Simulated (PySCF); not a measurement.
Z-matrix (Å, degrees):
```
Cl
```
Charge 0, spin multiplicity 2.

Problem. Estimate the highest occupied spin orbital, total energy and dipole moment that r2SCAN-D4/def2-TZVP in PySCF returns for this input.

Solution. 
| Property | Value |
|---|---|
| highest occupied spin orbital | -8.41 eV |
| total energy | -460.1169 Ha |
| dipole moment | 0.00 D |
